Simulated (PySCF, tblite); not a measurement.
## hydrogen fluoride and cyanide

A gas-phase complex of hydrogen fluoride and cyanide; charge -1, singlet. The structure comes from a short search (6 tight-binding starts) and was relaxed by PBE0-D3(BJ)/def2-TZVPD; another way of binding may lie lower. Frequencies by PBE0-D3(BJ)/def2-TZVPD show no clear imaginary mode.

```
part               name  SMILES  atoms  charge  multiplicity
   1  hydrogen fluoride       F    1–2       0             1
   2            cyanide  [C-]#N    3–4      -1             1
```

```tsv
atom	part	x (Å)	y (Å)	z (Å)
F1	1	0.159	-0.397	-0.824
H2	1	-0.499	0.253	-0.415
C3	2	-2.256	1.913	0.646
N4	2	-1.460	1.200	0.180
```

```tsv
contact	kind (by geometry)	distance (Å)	angle (°)
H2···N4	hydrogen bond	1.475	180
```

Deforming the relaxed parts to their shape here costs 4.3 kcal/mol, which the interaction energies leave out.

Interaction energies are complex less parts, with the parts frozen as they stand in it; counterpoise-corrected, in kcal/mol (PySCF). The CCSD(T) estimate is Hartree-Fock/aug-cc-pVQZ, plus the MP2 correlation part extrapolated as X⁻³ from aug-cc-pVTZ and aug-cc-pVQZ, plus CCSD(T) less MP2 in aug-cc-pVDZ; noble-gas cores are frozen. It isn't the exact limit.

**Question.** How strongly do the parts interact, level by level?

**Answer.** 
```tsv
level	interaction	superposition error removed
Hartree-Fock/aug-cc-pVQZ	-29.18	-
wB97M-D3(BJ)/def2-TZVPD	-31.30	-0.31
PBE0-D3(BJ)/def2-TZVPD	-33.51	-0.29
MP2/aug-cc-pVQZ	-30.94	-0.72
CCSD(T), estimated basis limit	-30.85	-
```

**Question.** What holds them together? Decompose the wB97M-D3(BJ)/def2-TZVPD energy: frozen parts, their antisymmetrised product, then relaxation.

**Answer.** electrostatic -41.9, Pauli repulsion +39.4, orbital relaxation -28.3, dispersion correction -0.7 kcal/mol, which sum to the value before the counterpoise correction; the Pauli term holds the exchange-correlation of the frozen density too. Of the attraction, 59 % is electrostatic, 40 % is orbital relaxation, 1 % is dispersion correction.

The parts were also relaxed and run alone, at the levels used for the complex: vibrations by PBE0-D3(BJ)/def2-TZVPD; shieldings by PBE0/aug-pcSseg-2; core levels by delta-SCF with SCAN, aug-pcX-2 on the ionised atom and aug-pcseg-1 elsewhere, spin-free X2C.

**Question.** What does binding change?

**Answer.** 
| property | alone | in the complex | change |
| --- | --- | --- | --- |
| F1–H2 bond (Å) | 0.921 | 1.011 | +0.090 |
| stretch carried by H2 (cm⁻¹, harmonic) | 4145 | 2428 | -1717 |
| its infrared intensity (km/mol) | 115 | 3232 |  |
| shielding of H2 (ppm) | 29.18 | 18.81 | -10.37 |
| shielding of N4 (ppm) | -42.2 | -12.9 | +29.3 |
| shielding of F1 (ppm) | 410.9 | 368.5 | -42.4 |
| F1 1s core level (eV) | 694.15 | 686.15 | -8.00 |
| C3 1s core level (eV) | 283.86 | 285.37 | +1.51 |
| N4 1s core level (eV) | 397.50 | 398.96 | +1.46 |

The core-hole states of C3, N4 are spin-contaminated (⟨S²⟩ 0.83, 0.80 against 0.75 for a pure doublet), so those values and differences from them are less sure.

Density functionals tend to overstate the lengthening and the red shift of so strongly bound an X–H bond.

The 6 runs behind this took 2.4 min in all, one thread each of Arm Neoverse V2 on a shared host, launched as `OMP_NUM_THREADS=1 python cluster_run.py task.json out`.
